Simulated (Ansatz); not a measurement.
**C₅H₁₀O₂: one species, many methods**

The task here is to estimate one member of a computed series from the others.

The runs use Ansatz 0.2.0, Gaussian basis; functionals in def2-TZVPP, the program's frozen cores in correlated methods.

Levels to be run: PBE-D4, r2SCAN-D4, PBE0-D4, B3LYP-D4, ωB97X-V, ωB97M-V, B2PLYP; CCSD(T)/def2-TZVPP; MP2/def2-QZVPP; extrapolation to the limit.

**The geometry**

An earlier PBE0-D4 in a triple-zeta def2 set relaxation fixed the geometry.

SMILES `CC1OCCCO1`, 17 atoms, charge 0, spin multiplicity 1.

Atoms are counted from 1 here; the program's logs count them from 0.

Bond lengths: C1–C2 1.520 Å, C1–H8 1.090 Å, C1–H9 1.091 Å, C1–H10 1.091 Å, C2–O3 1.405 Å, C2–O7 1.405 Å, C2–H11 1.092 Å, O3–C4 1.413 Å, C4–C5 1.516 Å, C4–H12 1.091 Å, C4–H13 1.100 Å, C5–C6 1.516 Å, C5–H14 1.094 Å, C5–H15 1.094 Å, C6–O7 1.413 Å, C6–H16 1.100 Å, C6–H17 1.091 Å. Angles: C2–C1–H8 113.0°, C2–C1–H9 109.3°, C2–C1–H10 109.3°, H8–C1–H9 108.1°, H8–C1–H10 108.1°, H9–C1–H10 108.9°, C1–C2–O3 112.6°, C1–C2–O7 112.7°, C1–C2–H11 109.3°, O3–C2–O7 112.2°, O3–C2–H11 104.7°, O7–C2–H11 104.7°, C2–O3–C4 113.8°, O3–C4–C5 110.4°, O3–C4–H12 106.0°, O3–C4–H13 110.8°, C5–C4–H12 111.8°, C5–C4–H13 110.3° and more.

Geometry (Å):

```mol
C5H10O2
  3D, bonds by distance, orders not assigned

 17 17  0  0  0  0  0  0  0  0999 V2000
    0.6193    1.8581    0.2119 C   0  0
   -0.4029    1.0698   -0.5900 C   0  0
    0.1921    0.1435   -1.4635 O   0  0
    0.7444   -0.9825   -0.8116 C   0  0
   -0.3043   -1.6641    0.0450 C   0  0
   -0.9216   -0.6297    0.9655 C   0  0
   -1.3866    0.4777    0.2203 O   0  0
    1.2069    1.2335    0.8853 H   0  0
    0.1048    2.6119    0.8097 H   0  0
    1.3057    2.3590   -0.4726 H   0  0
   -0.9535    1.7518   -1.2416 H   0  0
    1.1099   -1.6381   -1.6035 H   0  0
    1.6091   -0.6922   -0.1971 H   0  0
    0.1416   -2.4778    0.6246 H   0  0
   -1.0806   -2.0867   -0.5989 H   0  0
   -0.1923   -0.3107    1.7243 H   0  0
   -1.7922   -1.0235    1.4922 H   0  0
  1  2  8  0
  2  3  8  0
  3  4  8  0
  4  5  8  0
  5  6  8  0
  6  7  8  0
  1  8  8  0
  1  9  8  0
  1 10  8  0
  2 11  8  0
  4 12  8  0
  4 13  8  0
  5 14  8  0
  5 15  8  0
  6 16  8  0
  6 17  8  0
  2  7  8  0
M  END
```

Set-up of the first run:

Input file in.yaml:

```yaml
crystal:
  periodic: [false, false, false]
  atoms:
    - {symbol: C, position_ang: [0.619333, 1.858074, 0.211879]}
    - {symbol: C, position_ang: [-0.402860, 1.069821, -0.590042]}
    - {symbol: O, position_ang: [0.192125, 0.143527, -1.463517]}
    - {symbol: C, position_ang: [0.744433, -0.982465, -0.811604]}
    - {symbol: C, position_ang: [-0.304274, -1.664114, 0.045049]}
    - {symbol: C, position_ang: [-0.921567, -0.629700, 0.965490]}
    - {symbol: O, position_ang: [-1.386582, 0.477701, 0.220294]}
    - {symbol: H, position_ang: [1.206876, 1.233486, 0.885341]}
    - {symbol: H, position_ang: [0.104757, 2.611915, 0.809686]}
    - {symbol: H, position_ang: [1.305700, 2.358960, -0.472556]}
    - {symbol: H, position_ang: [-0.953492, 1.751772, -1.241638]}
    - {symbol: H, position_ang: [1.109945, -1.638061, -1.603513]}
    - {symbol: H, position_ang: [1.609078, -0.692246, -0.197121]}
    - {symbol: H, position_ang: [0.141616, -2.477756, 0.624550]}
    - {symbol: H, position_ang: [-1.080624, -2.086653, -0.598858]}
    - {symbol: H, position_ang: [-0.192299, -0.310699, 1.724322]}
    - {symbol: H, position_ang: [-1.792176, -1.023542, 1.492226]}
basis:
  gaussian: {orbitals: def2-TZVPP}
hamiltonian: {xc: pbe, dispersion: d4}
output: {forces: true, orbitals: {seedname: orbitals}}
```

Run with:

```bash
ansatz run in.yaml --threads 2 --pin off --events-out ev --progress --plain --max-ram 31744MiB --backend cuda --devices 0, --max-vram 18GiB
```

Among the steps run: PBE-D4 (GGA); r2SCAN-D4 (meta-GGA); PBE0-D4 (hybrid); B3LYP-D4 (hybrid); ωB97X-V (range-separated); ωB97M-V (range-separated); B2PLYP (double hybrid); CCSD(T) in def2-TZVPP; MP2 in def2-QZVPP.

One of the session's tables, all rows but one given; the rest of the session is left out.

It belongs to the step «Atomisation energies». 

```
            method  atoms, summed (eV)  atomisation energy (kJ/mol)
            PBE-D4           -9360.590                       7111.4
         r2SCAN-D4           -9368.366                       6954.9
           PBE0-D4                   ?                            ?
          B3LYP-D4           -9374.635                       6923.7
           ωB97X-V           -9370.914                       6952.5
           ωB97M-V           -9369.626                       6955.9
            B2PLYP           -9366.842                       6856.5
     HF/def2-TZVPP           -9336.002                       5031.7
    MP2/def2-TZVPP           -9352.707                       6890.5
   CCSD/def2-TZVPP           -9356.387                       6665.3
CCSD(T)/def2-TZVPP           -9356.818                       6769.1
           MP2/CBS           -9355.852                       7053.2
       CCSD(T)/CBS           -9359.964                       6931.9
```

Q: Estimate the row for PBE0-D4 from the others.

**Answer.** atoms, summed (eV): -9362.742; atomisation energy (kJ/mol): 6984.0. In the column «atoms, summed (eV)» it lies between B2PLYP (-9366.842) and PBE-D4 (-9360.590).
